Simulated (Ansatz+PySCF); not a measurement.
singlet H₂F₂: levels of theory in one basis

```yaml
atoms:
  - { symbol: F, position_ang: [0.0000, -0.4150, -1.2896] }
  - { symbol: H, position_ang: [0.0000, 0.4916, -0.8625] }
  - { symbol: F, position_ang: [0.0000, 0.4150, 1.2896] }
  - { symbol: H, position_ang: [0.0000, -0.4916, 0.8625] }
```

Basis set: def2-SVP (spherical functions). Left uncorrelated: 2 orbitals. Charge 0, multiplicity 1.

Computed with Ansatz (development build ahead of 0.2.0); each method stands on the lowest determinant of its kind that the runs found.

```csv
method,E − E(RHF) (eV),<S²> of the determinant
RHF,0.00,0.00
RHF-MP2,-11.13,–
RHF-CCSD(T),-11.51,–
```

Problem. What does RHF-CCSD give on the same scale?

Solution. -11.39 eV.

Problem. Is a single determinant a sound starting point here?

Solution. By this sign, yes. Unrestricted orbitals gain 0.00 eV and <S²> is 0.00 against 0.00 for a pure state.
